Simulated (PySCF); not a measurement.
# Molecular orbitals of CH

PBE at R = 1.131 Å; H aug-pcseg-1, C aug-pcseg-1; no relativity (PySCF 2.14). State: ²Π (doublet), unpaired electrons π ↑. Only the outer orbitals are listed, counted within each symmetry.

| spin | orbital | occ. | ε (eV) | on H (%) | main shells (%) |
| --- | --- | --- | --- | --- | --- |
| α | 2σ | 1 | -16.10 | 14 | 79 C s, 14 H s |
| α | 3σ | 1 | -7.68 | 18 | 55 C p, 26 C s, 19 H s |
| α | 1π | 1 | -5.93 | -2 | 101 C p |
| α | 1π | 0 | -5.37 | -1 | 101 C p |
| β | 2σ | 1 | -15.11 | 22 | 70 C s, 22 H s, 8 C p |
| β | 3σ | 1 | -7.19 | 17 | 52 C p, 31 C s, 17 H s |
| β | 1π | 0 | -4.82 | 0 | 100 C p |
| β | 1π | 0 | -3.37 | 2 | 98 C p |

Which are the highest filled and the lowest empty level, where do they sit, and how wide is the gap?

Highest filled α 1π at -5.93 eV (in %: 101 C p); lowest empty α 1π at -5.37 eV (in %: 101 C p); the gap at PBE is 0.56 eV. Both belong to one degenerate shell, split only by its one-sided filling, so this is no excitation gap.

| Item | Value |
| --- | --- |
| bond order (Mayer) | 0.65 |
| ⟨S²⟩ | 0.752 |
| charge on H (Mulliken, basis-dependent) | 0.31 |
| charge on H (Löwdin, basis-dependent) | -0.19 |
| dipole moment (positive dipole means H(−)C(+)) | -1.41 D |
| polarisability along the bond | 17.5 bohr³ |
| polarisability across the bond | 14.4 bohr³ |

Shares are Mulliken populations and can fall outside 0 to 100 %.

The state is the lowest determinant that a PBE0 search found; another state may lie lower at other levels.
